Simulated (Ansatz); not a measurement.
# C2H6FNS: the cost of one run

Method: RKS r2SCAN-D4/def2-SVP, in Ansatz 0.2.0.

**1. The system as given**

Bond lengths: C1–S2 1.776 Å, S2–C3 1.770 Å, C3–N4 1.488 Å, C3–F5 1.339 Å, C1–H6 1.081 Å, C1–H7 1.066 Å, C1–H8 1.149 Å, C3–H9 1.159 Å, N4–H10 1.017 Å, N4–H11 1.063 Å. Angles (14 of 16 angles, heavy atoms first): C1–S2–C3 96.1°, S2–C3–N4 111.5°, S2–C3–F5 111.7°, N4–C3–F5 107.1°, S2–C1–H6 113.7°, S2–C1–H7 112.9°, S2–C1–H8 106.7°, S2–C3–H9 111.5°, N4–C3–H9 107.5°, F5–C3–H9 107.4°, C3–N4–H10 103.9°, C3–N4–H11 98.1°, H6–C1–H7 111.8°, H6–C1–H8 103.1°.

Structure file:

```xyz
11

C    -1.2681    1.2408    0.5375
S    -0.3509    0.7515   -0.9029
C     0.6874   -0.4182   -0.0748
N     1.5528   -1.1547   -1.0347
F    -0.0301   -1.3329    0.5900
H    -0.6650    1.7244    1.2934
H    -1.8539    0.4488    0.9450
H    -1.9874    2.0732    0.2051
H     1.3835    0.1012    0.6931
H     1.8063   -2.0029   -0.5344
H     0.7908   -1.4882   -1.6967
```

**2. Relaxing end A**

Input file input.yaml:

```yaml
crystal:
  periodic: [false, false, false]
  atoms:
    - { symbol: C, position_ang: [-1.2681, 1.2408, 0.5375] }
    - { symbol: S, position_ang: [-0.3509, 0.7515, -0.9029] }
    - { symbol: C, position_ang: [0.6874, -0.4182, -0.0748] }
    - { symbol: "N", position_ang: [1.5528, -1.1547, -1.0347] }
    - { symbol: F, position_ang: [-0.0301, -1.3329, 0.59] }
    - { symbol: H, position_ang: [-0.665, 1.7244, 1.2934] }
    - { symbol: H, position_ang: [-1.8539, 0.4488, 0.945] }
    - { symbol: H, position_ang: [-1.9874, 2.0732, 0.2051] }
    - { symbol: H, position_ang: [1.3835, 0.1012, 0.6931] }
    - { symbol: H, position_ang: [1.8063, -2.0029, -0.5344] }
    - { symbol: H, position_ang: [0.7908, -1.4882, -1.6967] }
basis:
  gaussian: { orbitals: def2-SVP }
hamiltonian:
  xc: r2scan
  dispersion: d4
relax:
  f_tol: 0.02
  max_steps: 50
output:
  orbitals: {}
```

Run with:

```console
> ansatz run input.yaml --threads 2 --pin off --max-ram 3072MiB --backend cpu --events-out ev --progress --plain --runs-dir out
```

Q: Estimate wall time and peak memory on 2 threads of Intel Xeon Platinum 8488C (Sapphire Rapids), shared host.

About 32 s, with a peak of 0.19 GiB.
